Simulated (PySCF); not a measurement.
**NO2 (nitrogen dioxide): UB3LYP/STO-6G**

What is the vertical ionisation energy of NO2 (nitrogen dioxide) at UB3LYP/STO-6G? The job is set up through a Python script.

Program for the calculation: PySCF 2.14.0.

17 further runs of the same task are left out: 7 that didn't finish, 10 set aside as unsound or not needed.

### Step 1. The structure to begin with

The species is NO2 (3 atoms), meant as a doublet with charge 0. SMILES: `[O]N=O`. The shape is that of a PBE0-D4/def2-TZVP optimisation.

Bond lengths: O1–N2 1.183 Å, N2–O3 1.183 Å. Angles: O1–N2–O3 134.8°.

### Step 2. The energy at UB3LYP/STO-6G

job.py reads:

```python
from pyscf import gto, dft

mol = gto.Mole()
mol.atom = '''
O        0.209760      -1.082190       0.000620
N       -0.265470      -0.009110      -0.145890
O        0.055690       1.091300       0.145270
'''
mol.basis = 'sto-6g'
mol.verbose = 3
mol.max_memory = 1860
mol.spin = 1
mol.build()

mf = dft.UKS(mol)
mf.xc = 'b3lyp'
mf.grids.level = 5
mf.conv_tol = 1e-10
mf.kernel()
if not mf.converged:
    mf = mf.newton().run(mf.mo_coeff, mf.mo_occ)

e_final = mf.e_tot
print(f'total energy: {e_final:.8f} hartree')
```

Command:

```
$ OMP_NUM_THREADS=1 python job.py
```

The program printed:

```text
converged SCF energy = -204.19067100141  <S^2> = 0.75175378  2S+1 = 2.001753
total energy: -204.19067100 hartree
```

It took 3.6 s on 1 thread of Arm Neoverse V1, shared host; peak memory 0.18 GiB.

### Step 3. The singlet cation at the same level

input.py reads:

```python
from pyscf import gto, dft

mol = gto.M(
    atom='''
O        0.209760      -1.082190       0.000620
N       -0.265470      -0.009110      -0.145890
O        0.055690       1.091300       0.145270
''',
    max_memory=1860,
    basis='sto-6g',
    charge=1,
    verbose=3,
)

ks = dft.RKS(mol)
ks.xc = 'b3lyp'
ks.grids.level = 5
ks.conv_tol = 1e-10
ks.kernel()
if not ks.converged:
    ks = ks.newton().run(ks.mo_coeff, ks.mo_occ)

energy = ks.e_tot
print('E(%s) = %.9f' % ('B3LYP', energy))
```

Command:

```
$ OMP_NUM_THREADS=1 python input.py
```

The program printed:

```text
converged SCF energy = -203.845395262213
E(B3LYP) = -203.845395262
```

Wall time 2.3 s (1 thread of Arm Neoverse V1, shared host); peak memory 0.18 GiB.

### Step 4. Summary of results

At UB3LYP/STO-6G:

```
                                          quantity          value
                         doublet NO2: total energy  -204.19067 Eh
                        doublet NO2: dipole moment         0.05 D
   doublet NO2: HOMO energy (highest over α and β)       -4.31 eV
    doublet NO2: LUMO energy (lowest over α and β)       -0.26 eV
                                 doublet NO2: ⟨S²⟩          0.752
                      singlet cation: total energy  -203.84540 Eh
                       singlet cation: HOMO energy      -19.38 eV
                       singlet cation: LUMO energy      -14.43 eV
                     singlet cation: HOMO–LUMO gap        4.95 eV
vertical ionisation energy (to the singlet cation)       9.395 eV
```

In words: The vertical ionisation energy comes to 9.40 eV (217 kcal/mol). Only the singlet of the ionised species was computed; a triplet could lie lower. In a minimal basis such a difference can be off by several eV, whatever the method. Mulliken charges (doublet NO2) run from -0.07 on O1 to +0.14 on N2; they depend strongly on the basis.
